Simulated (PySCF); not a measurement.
The numbers are results of TPSSh-D3(BJ)/def2-TZVP // CAM-B3LYP-D3(BJ)/def2-TZVP (PySCF 2.14.0), not measurements. Gas-phase values, no solvent. Delta-SCF ions had no search for a lower state. Excitations are Tamm–Dancoff values on a coarser integration grid. The basis has no diffuse functions, so Rydberg states are missing or too high.

Reference species (SMILES): `C=C(C)C` (neutral, multiplicity 1).

```json
{
  "T1 excitation (TDA)": "4.46 eV",
  "vertical ionisation energy (Delta-SCF)": "9.16 eV",
  "S1–T1 gap (TDA)": "2.55 eV"
}
```

After one change: the T1 excitation (TDA) goes up by 0.05 eV; the vertical ionisation energy (Delta-SCF) drops by 0.13 eV; the S1–T1 gap (TDA) falls by 0.08 eV.

Question: Which change was made? The new species is one of these.
(A) `C/C=C\C`
(B) `CC1CC1`
(C) `C1CCC1`
(D) `C=CCC` (C–C–C–C torsion 120°)

Answer: A, `C/C=C\C`
